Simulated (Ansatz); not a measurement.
## Zirconium, hcp: convergence with cold smearing

Computed with Ansatz, LDA, scalar-relativistic PAW, on the relaxed cell (a = 3.144 Å, c = 5.089 Å (c/a = 1.619); spin not included). Errors count from a run at 420 eV on a Γ-centred 19×19×10 mesh with Fermi-Dirac smearing of 0.1 eV, extrapolated to zero width. Fixed here: cutoff 420 eV, mesh 12×12×6. The SCF starts from atomic densities corrected by a trained network.

```csv
width (eV),E(σ→0) error (meV/atom),F error (meV/atom),P (GPa),SCF iterations
0.01,2.1,2.1,-0.03,5
0.03,2.1,2.2,-0.09,6
0.1,2.4,2.1,0.06,6
0.3,-1.6,-2.9,-0.06,6
0.6,-1.6,5.3,-0.31,6
1.0,14.1,9.0,0.04,6
```

What does the run at 0.2 give (width)?

E(σ→0) error (meV/atom): 2.0; F error (meV/atom): -0.2; P (GPa): 0.03; SCF iterations: 5.
